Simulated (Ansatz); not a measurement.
Molecular dynamics, step by step

C2H4NO (SMILES C=N[CH+]O) (charge +1), singlet, HF/def2-SVP (Ansatz 0.2.0). Settings (timestep in fs, temperature in K; T counts 18 degrees of freedom):

```yaml
hamiltonian: {xc: hf}
md: {n_steps: 60, timestep: 0.5, temperature: 1000, ensemble: nve, seed: 471, initial_velocities: maxwell_boltzmann}
```

Start (the SMILES describes the start alone):

C1  (-0.102, 1.500, 0.033)
N2  (0.114, 0.284, -0.052)
C3  (0.399, -0.933, -0.223)
O4  (-0.245, -1.960, 0.185)
H5  (-0.687, 2.018, -0.724)
H6  (0.279, 2.074, 0.874)
H7  (1.314, -1.168, -0.775)
H8  (-1.071, -1.815, 0.683)
(Å)

```json
{"step": "0", "time (fs)": "0.00", "potential energy less the start (meV)": "0.0", "kinetic energy (meV)": "775.6", "T (K)": "1000"}
{"step": "4", "time (fs)": "2.00", "potential energy less the start (meV)": "227.7", "kinetic energy (meV)": "551.7", "T (K)": "711"}
{"step": "8", "time (fs)": "4.00", "potential energy less the start (meV)": "350.3", "kinetic energy (meV)": "428.8", "T (K)": "553"}
{"step": "12", "time (fs)": "6.00", "potential energy less the start (meV)": "398.1", "kinetic energy (meV)": "378.9", "T (K)": "489"}
{"step": "16", "time (fs)": "8.00", "potential energy less the start (meV)": "568.8", "kinetic energy (meV)": "212.7", "T (K)": "274"}
{"step": "20", "time (fs)": "10.00", "potential energy less the start (meV)": "304.3", "kinetic energy (meV)": "471.7", "T (K)": "608"}
{"step": "24", "time (fs)": "12.00", "potential energy less the start (meV)": "363.2", "kinetic energy (meV)": "416.5", "T (K)": "537"}
{"step": "28", "time (fs)": "14.00", "potential energy less the start (meV)": "289.8", "kinetic energy (meV)": "488.6", "T (K)": "630"}
{"step": "32", "time (fs)": "16.00", "potential energy less the start (meV)": "263.1", "kinetic energy (meV)": "513.6", "T (K)": "662"}
{"step": "36", "time (fs)": "18.00", "potential energy less the start (meV)": "458.7", "kinetic energy (meV)": "322.0", "T (K)": "415"}
{"step": "40", "time (fs)": "20.00", "potential energy less the start (meV)": "335.1", "kinetic energy (meV)": "441.4", "T (K)": "569"}
{"step": "44", "time (fs)": "22.00", "potential energy less the start (meV)": "418.3", "kinetic energy (meV)": "361.2", "T (K)": "466"}
{"step": "48", "time (fs)": "24.00", "potential energy less the start (meV)": "357.4", "kinetic energy (meV)": "421.4", "T (K)": "543"}
{"step": "52", "time (fs)": "26.00", "potential energy less the start (meV)": "247.0", "kinetic energy (meV)": "529.8", "T (K)": "683"}
{"step": "56", "time (fs)": "28.00", "potential energy less the start (meV)": "359.1", "kinetic energy (meV)": "420.9", "T (K)": "543"}
{"step": "60", "time (fs)": "30.00", "potential energy less the start (meV)": "342.7", "kinetic energy (meV)": "433.5", "T (K)": "559"}
```

Step 4, positions (Å) and forces (eV/Å):

```csv
atom,x,y,z,Fx,Fy,Fz
C1,-0.133,1.496,0.040,2.114,1.768,2.071
N2,0.145,0.296,-0.064,-0.607,-1.994,0.304
C3,0.398,-0.946,-0.221,-0.729,1.698,0.156
O4,-0.251,-1.967,0.189,0.350,0.629,-0.244
H5,-0.634,2.039,-0.738,-0.700,0.047,-0.405
H6,0.301,2.144,0.921,-1.098,-1.604,-1.738
H7,1.250,-1.160,-0.800,1.265,-0.549,-0.573
H8,-1.050,-1.768,0.649,-0.595,0.006,0.430
```

Step 16, positions (Å) and forces (eV/Å):

| atom | x | y | z | Fx | Fy | Fz |
| --- | --- | --- | --- | --- | --- | --- |
| C1 | -0.184 | 1.508 | 0.077 | 1.030 | -3.505 | -4.613 |
| N2 | 0.222 | 0.304 | -0.089 | -2.208 | 0.257 | 1.243 |
| C3 | 0.396 | -0.954 | -0.223 | 1.831 | 0.417 | -2.083 |
| O4 | -0.268 | -1.975 | 0.202 | -1.283 | 2.387 | 0.526 |
| H5 | -0.624 | 2.048 | -0.783 | -0.548 | -0.615 | 0.699 |
| H6 | 0.169 | 2.076 | 0.833 | 1.016 | 1.769 | 3.220 |
| H7 | 1.242 | -1.236 | -0.905 | -0.639 | 0.180 | 1.203 |
| H8 | -1.090 | -1.676 | 0.635 | 0.802 | -0.889 | -0.195 |

Step 48, positions (Å) and forces (eV/Å):

```csv
atom,x,y,z,Fx,Fy,Fz
C1,-0.196,1.392,0.063,-0.679,1.517,2.502
N2,0.264,0.257,-0.084,-0.433,2.067,0.015
C3,0.443,-0.949,-0.273,0.865,-0.120,0.364
O4,-0.307,-1.831,0.203,-1.688,-2.060,1.042
H5,-0.989,1.775,-0.598,0.703,0.110,-0.076
H6,0.051,1.992,1.036,-0.208,-1.026,-2.271
H7,1.346,-1.263,-0.748,0.345,-0.547,-0.685
H8,-1.078,-1.599,0.757,1.094,0.060,-0.889
```

Last step (60):

C1  (-0.245, 1.363, 0.094)
N2  (0.264, 0.252, -0.084)
C3  (0.487, -0.963, -0.265)
O4  (-0.325, -1.809, 0.198)
H5  (-0.889, 1.779, -0.637)
H6  (0.203, 1.996, 0.835)
H7  (1.328, -1.290, -0.858)
H8  (-0.989, -1.340, 0.709)
(Å)

The run took about 57 s on 1 CPU thread of an Intel Xeon (shared host).
